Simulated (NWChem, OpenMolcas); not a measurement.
Exact exchange and the dipole moment of SiH3F

SiH3F has 5 atoms, charge 0, and is taken as a singlet. SMILES: `F[SiH3]`. The coordinates come from a PBE0-D4/def2-TZVP relaxation.

The dipole moment y, in D, basis def2-TZVPP; a is the functional's share of exact exchange. Programs: NWChem 7.3.0, OpenMolcas 26.06.

| functional | program | a | y (D) |
| --- | --- | --- | --- |
| TPSS | NWChem | 0 | 1.17 |
| BLYP | OpenMolcas | 0 | 1.18 |
| B3LYP | NWChem | 0.2 | ? |
| PBE0 | NWChem | 0.25 | 1.27 |
| BHLYP | OpenMolcas | 0.5 | 1.37 |

Question: Fit y = c + s·a to the known rows and predict B3LYP.

Answer: 
1. Means of the 4 rows: a = 0.1875, y = 1.248.
2. Σ(Δa)² = 0.17188, Σ(Δa·Δy) = 0.066875, so the slope is 0.066875/0.17188 = 0.38908.
3. Intercept: 1.248 − (0.38908) × 0.1875 = 1.175. The largest residual of the fit is 0.005.
4. B3LYP: 1.175 + (0.38908) × 0.2 = 1.25 D.

The run gave 1.27 D, so the prediction is off by -0.02 D, more than the scatter of the fit. More exact exchange makes the molecule more polar here.
